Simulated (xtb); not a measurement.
xtb input:

```bash
xtb mol.xyz --gfnff --opt tight --chrg 0 --uhf 0
```
mol.xyz:
```
8

Si     0.00024619    -0.01101351     1.17211551
Si    -0.00024619     0.01101351    -1.17211551
H     -0.00038068     1.37523852     1.69966304
H     -1.20404743    -0.71202958     1.68030332
H      1.20549084    -0.71075196     1.67980924
H      0.00038068    -1.37523852    -1.69966304
H     -1.20549084     0.71075196    -1.67980924
H      1.20404743     0.71202958    -1.68030332
```

Problem. Predict the final energy.

Solution. -0.71455 Eh (GFN-FF).
